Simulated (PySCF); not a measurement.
(E)-diazene, H₂N₂, SMILES [H]/N=N/[H], point group C2h.

Level: PBE0/pcSseg-2 in PySCF (density fitting, grid level 2); geometry and Hessian at that level, cubic constants and property derivatives from steps of ±0.6 along each species' dimensionless normal coordinates, second-order vibrational perturbation theory. The parent has the commonest isotopes.

Equilibrium geometry (Å):

```csv
atom,x,y,z
H1,1.3459,0.0803,0.4533
N2,0.4779,-0.2989,0.8612
N3,-0.4574,0.3084,0.3409
H4,-1.3255,-0.0708,0.7488
```

Species: ¹⁵N at 2, ¹⁵N at 3. Output of the displacement run:

```
mode    cm-1    km/mol   phi_rrr   E(+)/cm-1  E(-)/cm-1
  1   1352.25    86.03       0.0     244.31     244.31
  2   1353.68    93.02      -0.0     244.21     244.21
  3   1584.27     0.00      38.2     286.78     283.98
  4   1644.91     0.00     436.9     312.37     280.91
  5   3265.56     0.00   -1667.1     531.73     651.51
  6   3296.72    25.03      -4.1     597.05     597.35
```

For the shielding of N3 (σe = -413.29 ppm):

| mode | ω (cm⁻¹) | Σr φrrs (cm⁻¹) | ∂σ/∂q | ∂²σ/∂q² |
| --- | --- | --- | --- | --- |
| 1 | 1352 | 0 | -14.045 | -12.904 |
| 2 | 1354 | 0 | -0.490 | -28.927 |
| 3 | 1584 | 20 | 17.114 | -13.661 |
| 4 | 1645 | 662 | 69.120 | -11.385 |
| 5 | 3266 | -2400 | 5.767 | 1.309 |
| 6 | 3297 | -2 | 9.269 | 0.750 |

Question: Work out the zero-point average of this shielding.

Answer: With ⟨qs⟩ = −Σr φrrs/(4ωs) and ⟨qs²⟩ = 1/2: the mean displacements are 0.000, 0.000, -0.003, -0.101, 0.184, 0.000. The anharmonic term Σ (∂σ/∂q)⟨q⟩ is -5.95 ppm, the harmonic term ¼ Σ ∂²σ/∂q² is -16.20 ppm, so ⟨σ⟩ = -435.44 ppm.
